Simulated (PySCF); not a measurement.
# BF⁻ under other conditions

One physical setting of the base script is moved in each run, with the edits that it forces.

Program: PySCF 2.14.0. Level of theory: method and basis as typed in the scripts. These are calculated values, not measurements.

1 further run of the same task is left out (it didn't finish).

## (1) The starting structure

BF⁻: 2 atoms, charge -1, spin multiplicity 2.

Bond lengths: B1–F2 1.308 Å.

## (2) The run that the others are compared with

Input file input.py:

```python
from pyscf import gto, scf, cc

mol = gto.M(
    atom='B 0 0 0; F 0 0 1.308',
    basis='def2-svp',
    charge=-1,
    spin=1,
    verbose=3,
)
mf = scf.UHF(mol)
mf.kernel()
mycc = cc.CCSD(mf, frozen=2)
mycc.kernel()
e = mycc.eaccsd(nroots=3)[0]
print('roots (eV) =', (e*27.211386).round(3))
mf.dip_moment()
print('orbital energies (hartree):', [e[max(0, n-3):n+3].round(4) for e, n in zip(mf.mo_energy, mol.nelec)])
```

Run with:

```sh
> OMP_NUM_THREADS=1 python input.py
```

Its log is not repeated here.

It gives: E(SCF) = -123.928404 Eh, E(CCSD) − E(SCF) = -0.26193 Eh, ⟨S²⟩ = 0.759, attachment roots 9.211, 9.556, 10.263 eV.

The bond length is a typed value, not an optimised one. Positive EA roots mean that the added electron is unbound. The dipole of an ion depends on the origin.

## (3) Sextet

Variant 1 changes spin (2S): 1 → 5.

Input file input.py:

```python
from pyscf import gto, scf, cc

mol = gto.M(
    atom='B 0 0 0; F 0 0 1.308',
    basis='def2-svp',
    charge=-1,
    spin=5,
    verbose=3,
)
mf = scf.UHF(mol)
mf.kernel()
mycc = cc.CCSD(mf, frozen=2)
mycc.kernel()
e = mycc.eaccsd(nroots=3)[0]
print('roots (eV) =', (e*27.211386).round(3))
mf.dip_moment()
print('orbital energies (hartree):', [e[max(0, n-3):n+3].round(4) for e, n in zip(mf.mo_energy, mol.nelec)])
```

Run with:

```sh
> OMP_NUM_THREADS=1 python input.py
```

## (4) Bond 1.151 Å

Variant 2 changes bond length: 1.308 Å → 1.151 Å.

Edit input.py of step 2 so:

```diff
@@ -3,3 +3,3 @@
 mol = gto.M(
-    atom='B 0 0 0; F 0 0 1.308',
+    atom='B 0 0 0; F 0 0 1.151',
     basis='def2-svp',
```

## (5) Electric field 0.001 a.u.

Variant 3 changes electric field: none → 0.001 a.u.

Edit input.py of step 2 so:

```diff
@@ -10,2 +10,7 @@
 mf = scf.UHF(mol)
+field = 0.001  # electric field along z, atomic units
+h = mf.get_hcore() + field*mol.intor('int1e_r')[2]
+mf.get_hcore = lambda *args: h
+e_nuc = mol.energy_nuc() - field*mol.atom_charges() @ mol.atom_coords()[:, 2]
+mf.energy_nuc = lambda *args: e_nuc
 mf.kernel()
```

## (6) Charge +1

Variant 4 changes charge: -1 → 1.

Edit input.py of step 2 so:

```diff
@@ -5,3 +5,3 @@
     basis='def2-svp',
-    charge=-1,
+    charge=1,
     spin=1,
```

**Question.** What will these runs give? Wanted: for each run, E(SCF); from base; gap, α spin; after the SCF.

As calculated:

| run | E(SCF) (hartree) | from base (eV) | gap, α spin (eV) | after the SCF |
| --- | --- | --- | --- | --- |
| base | -123.928404 | 0 | 8.48 | CCSD correlation -7.127 eV, core frozen, first root 9.21 eV |
| sextet | -123.463019 | +12.6638 | 11.26 | CCSD correlation -5.026 eV, core frozen, first root -0.43 eV |
| bond 1.151 Å | -123.887108 | +1.1237 | 8.04 | CCSD correlation -7.011 eV, core frozen, first root 9.75 eV |
| electric field 0.001 a.u. | -123.928708 | not comparable | 8.48 | CCSD correlation -7.127 eV, core frozen, first root 9.21 eV |
| charge +1 | -123.630914 | +8.0951 | 17.20 | CCSD correlation -6.266 eV, core frozen, first root -11.02 eV |

**Reading.** The highest filled level of this anion is positive: the basis lacks diffuse functions or the electron is not bound, so these numbers hang on the basis. The largest comparable shift of the SCF energy, +12.664 eV, comes with the run “sextet”. The sextet solution found lies 12.66 eV above the base doublet at this geometry and level.
